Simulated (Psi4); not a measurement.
Reaction (SMILES): N (NH3) + H+ → [NH4+]
B3LYP-D3(BJ)/def2-TZVP geometries, fixed; electronic energies without zero-point terms; positive where energy is released.

Basis-set convergence of the proton affinity at PBE0 with Psi4. Cartesian d functions, on some or all atoms, in 6-31+G*; all else is spherical. Density fitting with the program's default auxiliary sets. Psi4's default fitting sets serve the pcseg sets less well. No added dispersion term, no relativity. Functions are those of the species that has most. Reference: the value in aug-cc-pVQZ, 212.98 kcal/mol, itself unsure by roughly 0.39 kcal/mol (its mean distance from def2-QZVPPD, def2-QZVPP, cc-pVQZ). Deviations are taken from unrounded values.

```csv
basis,functions,proton affinity (kcal/mol),minus reference (kcal/mol)
STO-3G,9,261.18,48.20
6-31G,17,224.72,11.73
pcseg-0,17,221.18,8.19
6-31+G*,27,213.30,0.32
cc-pVDZ,34,218.05,5.07
6-311+G**,46,213.68,0.70
def2-SVPD,52,212.59,-0.39
def2-TZVP,55,213.87,0.89
aug-pcseg-1,59,210.81,-2.17
pcseg-2,86,213.49,0.50
def2-QZVPPD,195,213.01,0.03
aug-cc-pVQZ,264,212.98,0.00
aug-pcseg-3,281,213.02,0.04
```
